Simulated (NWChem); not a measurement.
# MgNH3 (SMILES [NH2][MgH]): levels of theory compared

We compute a comparison of 5 runs (HF/STO-3G, PBE0/def2-SVP, B3LYP/6-31G*, PBE0/6-311+G**, wB97X/def2-TZVP) of MgNH3. 

The results are computed with NWChem 7.3.0.

### 1 The molecule

MgNH3: 5 atoms, total charge 0, spin state singlet. As SMILES, `[NH2][MgH]`. The coordinates come from a PBE0-D4/def2-TZVP relaxation.

Bond lengths: N1–Mg2 1.888 Å, N1–H3 1.009 Å, N1–H4 1.009 Å, Mg2–H5 1.698 Å. Angles: N1–Mg2–H5 180.0°, Mg2–N1–H3 126.6°, Mg2–N1–H4 126.6°, H3–N1–H4 106.9°.

### 2 Energy and forces at HF/STO-3G (run 1)

The input, geom.nw:

```
START geom
TITLE "H3MgN hf"
memory 2200 mb

GEOMETRY noautosym nocenter noautoz
  N    -0.186700   -0.836100    0.120700
  Mg    0.247800    0.979200   -0.164300
  H    -0.873300   -1.376600   -0.384500
  H     0.223400   -1.451800    0.807300
  H     0.638700    2.611700   -0.420500
END

BASIS spherical bse
  * library STO-3G
END

SCF
  thresh 1e-08
  maxiter 80
  noprint "final vectors analysis"
END

TASK scf gradient
```

The run is started by

```bash
nwchem geom.nw > geom.out
```

The log of the run:

```text
[...]
  functions       =    17
[...]
  wavefunction    = RHF
[...]
         Total SCF energy =   -252.569744039966
      One-electron energy =   -435.715793467609
      Two-electron energy =    142.066895609970
 Nuclear repulsion energy =     41.079153817673
        Time for solution =      0.2s
[...]
                         RHF ENERGY GRADIENTS
    atom               coordinates                        gradient
                 x          y          z           x          y          z
   1 N      -0.352812  -1.580000   0.228090   -0.012940  -0.054211   0.008538
   2 Mg      0.468274   1.850420  -0.310482   -0.003363  -0.014026   0.002201
   3 H      -1.650298  -2.601397  -0.726600    0.008168   0.006149   0.006127
   4 H       0.422165  -2.743504   1.525576   -0.005034   0.007095  -0.008236
   5 H       1.206968   4.935397  -0.794630    0.013169   0.054994  -0.008630
[...]
```

Wall time 0.86 s (1 thread of AMD EPYC 9R14 (Zen 4), shared host); peak memory 0.099 GiB.

### 3 Energy and forces at PBE0/def2-SVP (run 2)

The input, run.py:

```python
from ase import Atoms
from ase.calculators.nwchem import NWChem

mol = Atoms(['N', 'Mg', 'H', 'H', 'H'], positions=[
    [-0.186700, -0.836100, 0.120700],
    [0.247800, 0.979200, -0.164300],
    [-0.873300, -1.376600, -0.384500],
    [0.223400, -1.451800, 0.807300],
    [0.638700, 2.611700, -0.420500],
])

calc = NWChem(
    label='h3mgn',
    theory='dft',
    memory='2200 mb',
    basis='def2-SVP',
    basispar='spherical bse',
    dft={'xc': 'pbe0', 'mult': '1', 'grid': 'xfine', 'convergence': 'energy 1e-08', 'iterations': '100', 'mulliken': None, 'print': 'low'},
)
mol.calc = calc

forces = mol.get_forces()
print(f"energy = {mol.get_potential_energy():.6f} eV")
print("forces (eV/A):")
for s, f in zip(mol.symbols, forces):
    print(f"{s:2s} {f[0]:10.5f} {f[1]:10.5f} {f[2]:10.5f}")
```

The run is started by

```bash
export ASE_NWCHEM_COMMAND="nwchem PREFIX.nwi > PREFIX.nwo"
python run.py
```

The log of the run:

```text
energy = -6975.368782 eV
forces (eV/A):
N     0.07153    0.30426   -0.04916
Mg    0.02149    0.08963   -0.01409
H    -0.21716   -0.19247   -0.15087
H     0.12043   -0.21721    0.21664
H     0.00370    0.01579   -0.00247
```

The calculator wrote h3mgn.nwi:

```
title "h3mgn"

permanent_dir h3mgn

scratch_dir h3mgn

start h3mgn

geometry units angstrom nocenter noautosym noautoz
  N  -1.8670000000000000e-01 -8.3609999999999995e-01 1.2070000000000000e-01
  Mg 2.4779999999999999e-01 9.7919999999999996e-01 -1.6430000000000000e-01
  H  -8.7329999999999997e-01 -1.3766000000000000e+00 -3.8450000000000001e-01
  H  2.2339999999999999e-01 -1.4518000000000000e+00 8.0730000000000002e-01
  H  6.3870000000000005e-01 2.6116999999999999e+00 -4.2049999999999998e-01
end

memory 2200 mb

basis spherical bse noprint
   * library def2-SVP
end

dft
  xc pbe0
  mult 1
  grid xfine
  convergence energy 1e-08
  iterations 100
  mulliken
  print low
end

task dft gradient
```

h3mgn.nwo:

```text
Northwest Computational Chemistry Package (NWChem) 7.3.0
             --------------------------------------------------------

           Job information
           ---------------

    nwchem branch   = 7.3.0
    use scalapack   = T
    input           = h3mgn.nwi
    prefix          = h3mgn.
    data base       = h3mgn/h3mgn.db
    status          = startup
    nproc           =        1

           Memory information
           ------------------

    heap     =     72089596 doubles =      550.0 Mbytes
    stack    =     72089601 doubles =      550.0 Mbytes
    global   =    144179200 doubles =     1100.0 Mbytes (distinct from heap & stack)
    total    =    288358397 doubles =     2200.0 Mbytes
    verify   = yes
    hardfail = no

           Directory information
           ---------------------

  0 permanent = h3mgn
  0 scratch   = h3mgn

                                NWChem Input Module
                                -------------------

                                       h3mgn
                                       -----

[... 25 lines left out ...]
            Nuclear Dipole moment (a.u.)
[... 66 lines left out ...]
   convergence    iter        energy       DeltaE   RMS-Dens  Diis-err    time
[... 9 lines left out ...]
         Total DFT energy =     -256.340076736400
      One electron energy =     -437.525162042713
           Coulomb energy =      164.457083204606
    Exchange-Corr. energy =      -24.351151715966
 Nuclear repulsion energy =       41.079153817673
[... 17 lines left out ...]
     -------------------------------------------
      Total Density - Lowdin Population Analysis
     -------------------------------------------

    Atom       Charge   Shell Charges
 -----------   ------   -------------------------------------------------------
    1 N    7     7.27   1.97  0.71  0.46  2.22  1.90  0.02
    2 Mg  12    11.75   2.00  1.95  0.50  0.21  5.84  0.59  0.37  0.29
    3 H    1     0.92   0.59  0.20  0.13
    4 H    1     0.92   0.59  0.20  0.13
    5 H    1     1.13   0.59  0.54  0.01

                         DFT ENERGY GRADIENTS

    atom               coordinates                        gradient
                 x          y          z           x          y          z
   1 N      -0.352812  -1.580000   0.228090   -0.001391  -0.005917   0.000956
   2 Mg      0.468274   1.850420  -0.310482   -0.000418  -0.001743   0.000274
   3 H      -1.650298  -2.601397  -0.726600    0.004223   0.003743   0.002934
   4 H       0.422165  -2.743504   1.525576   -0.002342   0.004224  -0.004213
   5 H       1.206968   4.935397  -0.794630   -0.000072  -0.000307   0.000048

 Task  times  cpu:        4.9s     wall:        4.9s
 Total times  cpu:        4.9s     wall:        4.9s
```

Run time: 6 s. Hardware: 1 thread of AMD EPYC 9R14 (Zen 4), shared host; peak memory 0.13 GiB.

Run 3 isn't shown in full; the table further down has it.

### 4 Energy and gradient at PBE0/6-311+G(d,p) (run 4)

The input, sp.nw:

```
start sp
title "H3MgN gradient"
memory total 2200 mb
charge 0

geometry noautosym nocenter noautoz
  N     -0.186700    -0.836100     0.120700
  Mg     0.247800     0.979200    -0.164300
  H     -0.873300    -1.376600    -0.384500
  H      0.223400    -1.451800     0.807300
  H      0.638700     2.611700    -0.420500
end

basis spherical bse
  * library 6-311+G**
end

dft
  xc pbe0
  grid xfine
  convergence energy 1e-08
  iterations 100
  mulliken
end

task dft gradient
```

The run is started by

```bash
nwchem sp.nw > sp.out
```

The log of the run:

```text
[...]
          Wavefunction type:  closed shell.
          No. of atoms     :     5
          No. of electrons :    22
[...]
          Charge           :     0
          Spin multiplicity:     1
[...]
          AO basis - number of functions:    70
[...]
              XC Information
              --------------
                         PBE0 Method XC Functional
                     Hartree-Fock (Exact) Exchange  0.250
          PerdewBurkeErnzerhof Exchange Functional  0.750
            Perdew 1991 LDA Correlation Functional  1.000 local
           PerdewBurkeErnz. Correlation Functional  1.000 non-local
[...]
 d= 0,ls=0.0,diis     1   -256.4068064490 -2.97D+02  1.17D-02  6.27D-01     1.2
[...]
 d= 0,ls=0.0,diis     8   -256.4748623403  4.19D-09  1.50D-06  8.78D-08     7.2
         Total DFT energy =     -256.474862340340
      One electron energy =     -437.873750164102
           Coulomb energy =      164.707218564933
    Exchange-Corr. energy =      -24.387484558844
 Nuclear repulsion energy =       41.079153817673
[...]
      Total Density - Mulliken Population Analysis
     ---------------------------------------------
    Atom       Charge   Shell Charges
 -----------   ------   -------------------------------------------------------
    1 N    7     7.95   1.10  0.90  0.78  0.84  1.77  0.73  1.60 -0.03  0.26  0.01
    2 Mg  12    11.33   0.78  1.20  1.04  0.95  0.64  0.12  2.35  3.56  0.32  0.17  0.07  0.00 -0.00  0.13
    3 H    1     0.76   0.27  0.41  0.03  0.05
    4 H    1     0.76   0.27  0.41  0.03  0.05
    5 H    1     1.20   0.22  0.54  0.45  0.00
[...]
  wavefunction    = closed shell
                         DFT ENERGY GRADIENTS
    atom               coordinates                        gradient
                 x          y          z           x          y          z
   1 N      -0.352812  -1.580000   0.228090    0.000965   0.003939  -0.000592
   2 Mg      0.468274   1.850420  -0.310482   -0.001275  -0.005327   0.000837
   3 H      -1.650298  -2.601397  -0.726600    0.000968   0.000984   0.000620
   4 H       0.422165  -2.743504   1.525576   -0.000489   0.001113  -0.000976
   5 H       1.206968   4.935397  -0.794630   -0.000169  -0.000709   0.000112
[...]
```

Wall time 11 s (1 thread of AMD EPYC 9R14 (Zen 4), shared host); peak memory 0.13 GiB.

### 5 Energy and gradient at wB97X/def2-TZVP (run 5)

The input, sp.nw:

```
start sp
memory 2200 mb

geometry units angstrom noautosym nocenter noautoz
 N       -0.186700      -0.836100       0.120700
 Mg       0.247800       0.979200      -0.164300
 H       -0.873300      -1.376600      -0.384500
 H        0.223400      -1.451800       0.807300
 H        0.638700       2.611700      -0.420500
end

basis spherical bse
 N library def2-TZVP
 Mg library def2-TZVP
 H library def2-TZVP
end

dft
 xc wb97x
 mult 1
 grid xfine
 convergence energy 1e-08
 maxiter 100
 mulliken
 noprint "final vectors analysis"
end

task dft gradient
```

The run is started by

```bash
nwchem sp.nw > sp.out
```

The log of the run:

```text
[...]
          Wavefunction type:  closed shell.
          No. of atoms     :     5
          No. of electrons :    22
[...]
          Charge           :     0
          Spin multiplicity:     1
[...]
          AO basis - number of functions:    81
[...]
              XC Information
              --------------
                       wb97x  Method XC Functional
                     Hartree-Fock (Exact) Exchange  1.000
                         wb97x Exchange Functional  1.000
                      wb97x Correlation Functional  1.000
[...]
 d= 0,ls=0.0,diis     1   -256.5654231499 -2.98D+02  7.46D-03  5.91D-01     3.3
[...]
 d= 0,ls=0.0,diis     9   -256.6350750361 -3.03D-09  1.10D-06  1.37D-09    28.6
         Total DFT energy =     -256.635075036068
      One electron energy =     -437.843639355727
           Coulomb energy =      164.674687335281
    Exchange-Corr. energy =      -24.545276833295
 Nuclear repulsion energy =       41.079153817673
[...]
      Total Density - Mulliken Population Analysis
     ---------------------------------------------
    Atom       Charge   Shell Charges
 -----------   ------   -------------------------------------------------------
    1 N    7     7.90   0.82  1.15  0.54  0.77  0.26  1.55  1.66  1.13  0.00  0.00  0.00
    2 Mg  12    11.36   2.00  0.70  1.29  0.60  0.13  5.12  0.87  0.30  0.20  0.00  0.08  0.07
    3 H    1     0.78   0.27  0.40  0.06  0.04
    4 H    1     0.78   0.27  0.40  0.06  0.04
    5 H    1     1.19   0.22  0.55  0.41  0.00
[...]
  wavefunction    = closed shell
[...]
                         DFT ENERGY GRADIENTS
    atom               coordinates                        gradient
                 x          y          z           x          y          z
   1 N      -0.352812  -1.580000   0.228090    0.000370   0.001455  -0.000202
   2 Mg      0.468274   1.850420  -0.310482   -0.000365  -0.001522   0.000239
   3 H      -1.650298  -2.601397  -0.726600   -0.000626  -0.000217  -0.000576
   4 H       0.422165  -2.743504   1.525576    0.000489  -0.000264   0.000624
   5 H       1.206968   4.935397  -0.794630    0.000133   0.000550  -0.000086
[...]
```

Wall time 41 s (1 thread of AMD EPYC 9R14 (Zen 4), shared host); peak memory 0.13 GiB.

### 6 The series

```
run                               level  iteration cap  module  energy (Eh)  dipole moment (D)  largest force (eV/Å)  wall time
  1                           HF/STO-3G             80     scf  -252.569744               0.20                 2.942     0.86 s
  2                       PBE0/def2-SVP            100     dft  -256.340077                  –                 0.330        6 s
  3  B3LYP/6-31G* (spherical functions)            100     dft  -256.630081               1.20                 0.262      6.6 s
  4                      PBE0/6-311+G**            100     dft  -256.474862               0.63                 0.285       11 s
  5                     wB97X/def2-TZVP            100     dft  -256.635075               0.87                 0.081       41 s
```

### 7 Summary of results

| quantity | value |
| --- | --- |
| run 5: total energy | -256.63508 Eh |
| run 5: dipole moment | 0.87 D |
| run 5: largest force on an atom | 0.081 eV/Å |

**Reading.** Over runs 1, 3, 4, 5 the dipole moment (its size) runs from 0.20 D (HF/STO-3G) to 1.20 D (B3LYP/6-31G*). The two ends differ in method and basis. The two dipoles point in opposite directions. Totals of different functionals can't be ranked against each other. In run 1 the basis is minimal, so the values are rough. All runs together took 65 s, the longest 41 s.
